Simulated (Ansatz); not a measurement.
Antifluorite Mg₂Ge was calculated with PBEsol-D3(BJ) (Ansatz, a quantum-chemistry and plane-wave program, PAW).

Run with plane-wave cutoff 520 eV, 10×10×10 k mesh, Fermi–Dirac smearing 0.01 eV, scalar-relativistic PAW data made under PBE.

Properties against volume:

```
V (Å³/atom)  P (GPa)  smallest gap on the k mesh (eV)
-----------  -------  -------------------------------
19.396          4.01                            0.000
19.809          2.54                            0.004
20.221          1.20                            0.025
20.634         -0.01                            0.044
21.047         -1.10                            0.063
21.459         -2.08                            0.081
21.872         -2.97                            0.098
```

Measured, for comparison: band gap 0.74 eV (temperature not stated, no zero-point or thermal correction, indirect, Γ–X; as tabulated in Ryu et al. (2019), arXiv:1905.06140).

Spin–orbit coupling is not included; it can close the smallest gap of 0.04 eV.
